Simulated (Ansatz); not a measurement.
The first iterations of a band of AlFH2O (5 atoms, charge 0, multiplicity 1).

Computed with RKS PBE0/def2-SVP (Ansatz).

```
movable images  : 7
climbing image  : yes
spring          : 5.0 eV/Å²
optimiser       : quadratic models (default)
start path      : straight line
force threshold : 0.05 eV/Å
iteration limit : 60
end points      : relaxed
```

Initial state:

```xyz
5
Properties=species:S:1:pos:R:3
Al 0.490 -0.007 0.064
O 0.704 -0.157 1.733
H 0.029 -0.241 2.406
H 1.737 0.115 -0.875
F -1.046 0.009 -0.575
```

Final state:

```xyz
5
Properties=species:S:1:pos:R:3
Al -0.033 1.235 -0.275
O 1.100 -0.253 0.839
H 0.336 -0.776 1.134
H 1.785 -0.855 0.521
F -1.275 0.368 0.534
```

| iteration | highest image above the first end (eV) | largest band force component (eV/Å) |
| --- | --- | --- |
| 1 | 5.061 | 16.720 |
| 2 | 3.428 | 7.467 |
| 3 | 2.954 | 2.682 |
| 4 | 2.787 | 0.987 |
| 5 | 2.660 | 1.727 |
| 6 | 2.948 | 0.844 |
| 7 | 2.940 | 0.455 |

Problem. Does the band converge within its limit, and where does its top end?

Solution. The run converged. It ended after 21 iterations with the highest image 2.918 eV above the first end. Neighbouring images differ by up to 1.3 eV, so the band resolves the path poorly. Another band between the same ends (7 images) ends at a top of the same energy, where a vibrational analysis finds 1 clearly imaginary mode. The orbitals stay closed-shell, which can raise the energy where a bond breaks towards radicals; this wasn't checked here.

Time of the run: 3 min on 1 thread of Intel(R) Xeon(R) Platinum 8259CL CPU @ 2.50GHz (Skylake/Cascade Lake), on a shared host, peak memory 0.11 GiB.
